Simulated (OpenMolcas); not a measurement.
# OH− (hydroxide) at 6 levels

Aim: a comparison of 6 runs (UHF/3-21G, PBE/3-21G, PBE0/3-21G, SVWN5/3-21G, MP2/3-21G, CCSD(T)/3-21G) of OH− (hydroxide). 

The calculation is run with OpenMolcas 26.06.

## 1. The system as given

The species is OH− (2 atoms), meant as a singlet with charge -1. SMILES: `[OH-]`. The O1–H2 distance was set to 1.686 Å, away from the relaxed value.

## 2. A single-point energy at UHF/3-21G (run 1)

calc.inp

```
&gateway
baslib=$CurrDir
basisset
O.3-21G....
O1 1.029491 -0.329497 0.531245 angstrom
End of Basis
basisset
H.3-21G....
H2 -0.411800 0.131800 -0.212500 angstrom
End of Basis
&seward
&scf
uhf
charge=-1
thresholds=1e-10 1e-07 1e-07 1e-05
scramble=0.25
prorbitals=1 1
```

The basis set 3-21G is read from a file made from the Basis Set Exchange's data (not shown).

Launch:

```bash
$ export MOLCAS_MEM=1860
$ pymolcas calc.inp > calc.log
```

The program printed:

```text
--- Start Module: gateway ---
[...]
--- Stop Module: gateway /rc=_RC_ALL_IS_WELL_ ---
--- Start Module: seward ---
[...]
      Basis functions           11
--- Stop Module: seward /rc=_RC_ALL_IS_WELL_ ---
--- Start Module: scf ---
[...]
       Convergence after  47 Iterations
[...]
::    Total SCF energy                                -74.8063298856
[...]
      Total spin, S                                     0.3734366395
[...]
      Total electronic charge=   10.000000
      Total            charge=   -1.000000
[...]
      Dipole Moment (debye):
      Origin of the operator (angstrom)=    0.9441   -0.3022    0.4872
                   X=  1.1136E+00               Y= -3.5640E-01               Z=  5.7462E-01           Total=  1.3028E+00
      Center of Charge (angstrom)
[...]
--- Stop Module: scf /rc=_RC_ALL_IS_WELL_ ---
[...]
```

It took 2.1 s on 1 thread of Arm Neoverse V2, shared host; peak memory 0.37 GiB.

## 3. The energy at PBE/3-21G (run 2)

calc.input

```
* HO Kohn-Sham DFT

&GATEWAY
  BasLib
  $CurrDir
  BasisSet
  O.3-21G....
  O1 1.029491 -0.329497 0.531245 angstrom
  End of Basis
  BasisSet
  H.3-21G....
  H2 -0.411800 0.131800 -0.212500 angstrom
  End of Basis

&SEWARD
  GridInput
  Grid=UltraFine
  End of Grid

&SCF
  Charge
  -1
  KSDFT
  PBE
  Thresholds
  1e-10 1e-07 1e-07 1e-05
  PrOrbitals
  1 1
```

The basis set 3-21G is read from a file made from the Basis Set Exchange's data (not shown).

Launch:

```bash
$ export MOLCAS_MEM=1860
$ pymolcas calc.input > calc.log
```

The program printed:

```text
--- Start Module: gateway ---
[...]
--- Stop Module: gateway /rc=_RC_ALL_IS_WELL_ ---
--- Start Module: seward ---
[...]
      Basis functions           11
--- Stop Module: seward /rc=_RC_ALL_IS_WELL_ ---
--- Start Module: scf ---
[...]
       Convergence after  15 Iterations
[...]
::    Total KS-DFT energy                             -75.0960867401
[...]
      Total spin, S                                     0.0000000000
[...]
      Total electronic charge=   10.000000
      Total            charge=   -1.000000
[...]
      Dipole Moment (debye):
      Origin of the operator (angstrom)=    0.9441   -0.3022    0.4872
                   X=  1.5410E+00               Y= -4.9321E-01               Z=  7.9519E-01           Total=  1.8028E+00
      Center of Charge (angstrom)
[...]
--- Stop Module: scf /rc=_RC_ALL_IS_WELL_ ---
[...]
```

Run time: 2.5 s. Hardware: 1 thread of Arm Neoverse V2, shared host; peak memory 0.37 GiB.

Runs 3 to 5 aren't shown in full; the table further down has their settings and results.

## 4. A single-point energy at CCSD(T)/3-21G (run 6)

calc.inp

```
>>> EXPORT MOLCAS_PRINT=2
&GATEWAY
BasLib=$CurrDir
BasisSet
O.3-21G....
O1 1.029491 -0.329497 0.531245 angstrom
End of Basis
BasisSet
H.3-21G....
H2 -0.411800 0.131800 -0.212500 angstrom
End of Basis
&SEWARD
&SCF
Charge=-1
Thresholds=1e-10 1e-07 1e-07 1e-05
PrOrbitals=1 1
&RASSCF
FileOrb=$Project.ScfOrb
Spin=1
Nactel=0 0 0
Inactive=5
Ras2=0
OutOrbitals=Canonical
OrbListing=Nothing
&MOTRA
JobIph
Frozen=1
&CCSDT
CCT
Triples=2
Iterations=80
Accuracy=1e-08
Extrapolation=5 4
```

The basis set 3-21G is read from a file made from the Basis Set Exchange's data (not shown).

Launch:

```bash
$ export MOLCAS_MEM=1860
$ pymolcas calc.inp > calc.log
```

The program printed:

```text
--- Start Module: gateway ---
[...]
--- Stop Module: gateway /rc=_RC_ALL_IS_WELL_ ---
[...]
      Basis functions           11
[...]
       Convergence after  13 Iterations
[...]
::    Total SCF energy                                -74.7941127224
[...]
      Total spin, S                                     0.0000000000
[...]
      Number of active orbitals                  0
[...]
      Spin quantum number                      0.0
[...]
      Active orbitals                            0
[...]
      Number of CSFs                             1
[...]
      Number of root(s) required                 1
[...]
      Convergence after  4 iterations
[...]
      Natural orbitals and occupation numbers for root  1
      ************************************************************************************************************************
      *                                                    Final results                                                     *
      ************************************************************************************************************************
[...]
::    RASSCF root number  1 Total energy:    -74.79411272
[...]
      Total electronic charge=   10.000000
      Total            charge=   -1.000000
[...]
      Dipole Moment (debye):
      Origin of the operator (angstrom)=    0.9441   -0.3022    0.4872
                   X=  2.4582E+00               Y= -7.8675E-01               Z=  1.2685E+00           Total=  2.8759E+00
      Center of Charge (angstrom)
[...]
--- Start Module: motra ---
[...]
--- Stop Module: motra /rc=_RC_ALL_IS_WELL_ ---
--- Start Module: ccsdt ---
[...]
      Convergence after                    16  Iterations
      Total energy (diff) :     -74.92668345       0.00000000
[...]
 METHOD                       : CCSD+T(CCSD)+<T3(1)WT1> = CCSD(T)
[...]
       CCSD     =       -74.9266834535894
[...]
```

Wall time 2.3 s (1 thread of Arm Neoverse V2, shared host); peak memory 0.37 GiB.

## 5. The series

| run | level | scramble | integration grid | energy (Eh) | HOMO energy (eV) | LUMO energy (eV) | HOMO–LUMO gap (eV) | wall time |
| --- | --- | --- | --- | --- | --- | --- | --- | --- |
| 1 | UHF/3-21G | 0.25 | – | -74.806330 | -0.66 | 12.45 | 13.11 | 2.1 s |
| 2 | PBE/3-21G | – | UltraFine | -75.096087 | 6.35 | 7.23 | 0.88 | 2.5 s |
| 3 | PBE0/3-21G | – | UltraFine | -75.096778 | 3.84 | 8.38 | 4.54 | 2.5 s |
| 4 | SVWN5/3-21G | – | UltraFine | -74.618458 | 6.47 | 7.15 | 0.68 | 2.5 s |
| 5 | MP2/3-21G | – | – | -74.906156 | -1.36 | 13.12 | 14.47 | 1.5 s |
| 6 | CCSD(T)/3-21G | – | – | -74.931720 | -1.36 | 13.12 | 14.47 | 2.3 s |

## 6. Summary of results

| quantity | value |
| --- | --- |
| run 6: total energy | -74.93172 Eh |
| run 6: HOMO energy (Hartree–Fock orbitals) | -1.36 eV |
| run 6: LUMO energy (Hartree–Fock orbitals) | 13.12 eV |
| run 6: HOMO–LUMO gap (to an unbound level, set by the basis) | 14.47 eV |
| run 6: correlation energy (1 core orbital frozen) | -137.6 mEh |
| run 6: (T) correction | -5.04 mEh |

What this shows: Below the UHF energy at the same shape and in the same basis (3-21G): MP2 -99.8 mEh; CCSD(T) -125.4 mEh. Some of these start from another determinant than that one, so these aren't their correlation energies. Over runs 1, 2, 3, 4 the HOMO–LUMO gap runs from 0.68 eV (SVWN5/3-21G) to 13.11 eV (UHF/3-21G). The empty levels of an anion lie above zero and hang on the basis. Totals of different functionals can't be ranked against each other. In runs 2, 3, 4 the HOMO lies above zero, so the outermost electron may be held by the basis alone. Spin contamination of the reference: run 1 ⟨S²⟩ = 0.51. All runs together took 13 s, the longest 2.5 s.
